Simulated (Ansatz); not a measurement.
**C₂H₅Cl: small, medium and large basis sets**

An exercise on one series of results from a longer session: the logs are not shown, and one member is left open.

Program: Ansatz 0.2.0, Gaussian basis. Level of theory: one geometry, several basis sets. These are calculated values, not measurements.

Plan: PBE0-D4/def2-SVP; ωB97M-V/def2-SVP; PBE0-D4/def2-QZVPP; ωB97M-V/def2-QZVPP; the functionals' def2-TZVPP values are taken from earlier runs.

## The relaxed structure

An earlier PBE0-D4 in a triple-zeta def2 set relaxation fixed the geometry.

8 atoms, charge 0, spin multiplicity 1.

Atoms are counted from 1 here; the program's logs count them from 0.

Bond lengths: C1–C2 1.507 Å, C1–H4 1.094 Å, C1–H5 1.091 Å, C1–H6 1.091 Å, C2–Cl3 1.788 Å, C2–H7 1.089 Å, C2–H8 1.089 Å. Angles: C2–C1–H4 109.6°, C2–C1–H5 111.0°, C2–C1–H6 111.0°, H4–C1–H5 108.4°, H4–C1–H6 108.4°, H5–C1–H6 108.4°, C1–C2–Cl3 111.4°, C1–C2–H7 111.9°, C1–C2–H8 111.9°, Cl3–C2–H7 106.3°, Cl3–C2–H8 106.3°, H7–C2–H8 108.7°.

Set-up of the first run:

Contents of in.yaml:

```yaml
crystal:
  periodic: [false, false, false]
  atoms:
    - {symbol: C, position_ang: [-0.431478, 0.578610, -0.317950]}
    - {symbol: C, position_ang: [0.288511, -0.626410, 0.230130]}
    - {symbol: Cl, position_ang: [1.878187, -0.181505, 0.916621]}
    - {symbol: H, position_ang: [-1.397849, 0.272852, -0.729309]}
    - {symbol: H, position_ang: [0.146661, 1.051763, -1.112986]}
    - {symbol: H, position_ang: [-0.609027, 1.317766, 0.464562]}
    - {symbol: H, position_ang: [0.486738, -1.368138, -0.542815]}
    - {symbol: H, position_ang: [-0.269544, -1.101942, 1.035948]}
basis:
  gaussian: {orbitals: def2-SVP}
hamiltonian: {xc: pbe0, dispersion: d4}
output: {orbitals: {seedname: orbitals}}
```

On the command line:

```
$ ansatz run in.yaml --threads 4 --pin off --events-out ev --progress --plain --max-ram 10444MiB
```

Among the steps run: PBE0-D4 in def2-SVP; ωB97M-V in def2-SVP; PBE0-D4 in def2-QZVPP; ωB97M-V in def2-QZVPP.

One table of the session follows, with a row left open; its other results are not shown here.

It belongs to the step «Functionals by basis». 

```
functional       basis  HOMO (eV)  LUMO (eV)
   PBE0-D4    def2-SVP      -8.09       1.46
   PBE0-D4  def2-TZVPP          ?          ?
   PBE0-D4  def2-QZVPP      -8.35       0.50
   ωB97M-V    def2-SVP     -10.38       3.37
   ωB97M-V  def2-TZVPP     -10.62       2.60
   ωB97M-V  def2-QZVPP     -10.68       1.82
```

Q: Estimate the row for PBE0-D4, def2-TZVPP from the others.

The run gave: HOMO (eV): -8.30; LUMO (eV): 0.90. In the column «HOMO (eV)» it lies between PBE0-D4, def2-QZVPP (-8.35) and PBE0-D4, def2-SVP (-8.09).
